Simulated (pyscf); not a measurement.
Elementary routes open to HO–SiH₃ + HO–Ti(OH)(OH)–Cl in the gas phase (singlet surface):
A. HO–SiH₂–O–Ti(OH)(OH)–Cl + H₂ (H–O, O–Ti, H–Si broken; O–Ti, H–H, O–Si formed)
B. HO–Ti(OH)(OH)–O–SiH₃ + HCl (Cl–Ti, H–O broken; O–Ti, Cl–H formed)

Single points on ωB97X-D3(BJ)/def2-SVP structures (PySCF, gas phase).

### Question
Rank the routes by free-energy barrier at 900 K, lowest first, for ωB97M-D3(BJ)/def2-TZVP energies (ideal gas, 1 atm, RRHO with modes under 100 cm⁻¹ raised to 100, one conformer, R ln 2 for chiral ones without a mode under 150 cm⁻¹).

### Answer
B (172.3 kJ/mol), A (246.7 kJ/mol)

Route B is the fastest of these, ahead of the next by 74.4 kJ/mol. The most stable products are those of A (ΔG = -71.4 kJ/mol), whose barrier is 74.4 kJ/mol higher: the kinetic and the thermodynamic product differ. At 298 K B is still the fastest. A: On the reactant side the descent ends in an adduct with a O–Ti, O–Si contact, 42.5 kJ/mol under the separated species and 105.9 kJ/mol under the saddle at ωB97X-D3(BJ)/def2-TZVP. On the product side the descent ends in an adduct with a Si–Ti contact (not fully relaxed), 1.4 kJ/mol over the separated species and 190.2 kJ/mol under the saddle at ωB97X-D3(BJ)/def2-TZVP. B: On the reactant side the descent ends in an adduct with a O–Ti contact (not fully relaxed), 52.2 kJ/mol under the separated species and 69.4 kJ/mol under the saddle at ωB97X-D3(BJ)/def2-TZVP. On the product side the descent ends in a complex (not fully relaxed), 26.5 kJ/mol under the separated species and 28.9 kJ/mol under the saddle at ωB97X-D3(BJ)/def2-TZVP. Only these routes are compared; each barrier is that of the saddle found, and lower ones may exist.
